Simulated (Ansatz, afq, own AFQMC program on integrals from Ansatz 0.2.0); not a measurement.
Two steps: Ansatz 0.2.0 writes the Fock matrix and Cholesky factors of the valence space, and afq projects on them the lowest state that overlaps trial and start.

```yaml
crystal:
  periodic: [false, false, false]
  atoms:
    - {symbol: Si, position_ang: [0.000000, -0.005087, 1.569326]}
    - {symbol: Ge, position_ang: [0.000000, -0.025019, -0.581267]}
    - {symbol: H, position_ang: [0.000000, 1.325466, 0.525860]}
    - {symbol: H, position_ang: [0.000000, 0.619324, -2.363358]}
basis:
  gaussian: {orbitals: cc-pVDZ}
magnetization: {spin_polarized: false}
correlation: {method: ccsd_t, electrons: outside_noble_gas, hamiltonian_folder: ham}
```

```sh
$ ansatz run in.yaml --threads 1 --pin off --events-out ev --progress --plain --max-ram 1382MiB
```

Options of the walk:

```
--method phaseless --trial mp1 --walkers 20 --populations 1 --least-time 40 --time-step 0.05 --steps-per-block 50 --equilibration-blocks 6 --max-blocks 40 --target-error 0.00076 --factor-cut 1e-05 --seed 4274 --taylor-order 1
```

Times are imaginary, in 1/Eh. The walk had a cap of 90 s. Filled inner d shells are frozen with the cores.

```
orbitals 36  electrons 5 5  factors 285 of 599
reference energy -2365.29788831 Eh
CCSD correlation -0.22259169 Eh in 12 cycles, weight of the determinant in the CISD state 0.8266
energy of the start -2365.487918 Eh
 block  time / (1/Eh)  mean weight  energy / Eh
     1     2.500  1.6503  -2365.527601
     2     5.000  1.1627  -2365.519567
     3     7.500  1.0377  -2365.516780
     4    10.000  1.0016  -2365.517187
     5    12.500  1.1564  -2365.509543
     7    17.500  1.0752  -2365.510576
     9    22.500  1.0137  -2365.532467
    11    27.500  1.0397  -2365.508934
    13    32.500  1.0768  -2365.520847
    15    37.500  0.9745  -2365.517542
    17    42.500  0.9383  -2365.512066
    19    47.500  1.0054  -2365.528578
    21    52.500  0.9376  -2365.532690
    23    57.500  0.9764  -2365.516975
    25    62.500  1.0380  -2365.513941
    27    67.500  1.0407  -2365.533396
    28    70.000  1.0686  -2365.538520
    29    72.500  1.0840  -2365.528798
    31    77.500  0.9789  -2365.535277
    33    82.500  0.9930  -2365.518256
    35    87.500  1.0668  -2365.523513
    37    92.500  1.0093  -2365.521899
    39    97.500  1.0721  -2365.524137
    41   102.500  1.0655  -2365.521996
    43   107.500  0.9358  -2365.514474
    45   112.500  0.9419  -2365.525925
    46   115.000  1.0343  -2365.523864
blocks merged  error / Eh  count
     1  0.001639  40
     2  0.001876  20
     4  0.001845  10
energy -2365.524101 +/- 0.001876 Eh
(rows thinned)
```

The run failed at least one of its tests; the cautions name the faults.

Against this walk (error 51.0 meV) on the same determinant: CCSD(T) 234.8 meV lower, CCSDT(Q) 301.4 meV lower. The error is statistical and leaves out the bias of the constraint.

A setting was made bad on purpose (series of the exponential too short), so the walk's energy isn't to be trusted.

Cautions: constraint bias not in the error; error not settled; error above the target (51.0 against 20.7 meV); no relativity below Rb; no spin-orbit coupling; inner d shell frozen; higher spins were not checked; restricted determinant unstable towards unrestricted (UHF 67 meV lower, ⟨S²⟩ 0.37); raised T1 diagnostic (T1 0.021, weight of the determinant 0.83, largest double 0.14); so few walkers bias the energy; the time-step error isn't removed.

CCSDT and higher add their correlation energy to the determinant of the CCSD(T) run, since their own runs factorise the integrals more tightly (a shift of under 2 meV). A walk keeps the symmetry of its determinant, which the program's search chose and which needn't be the lowest solution, so a lower state of the same spin and another symmetry isn't excluded.
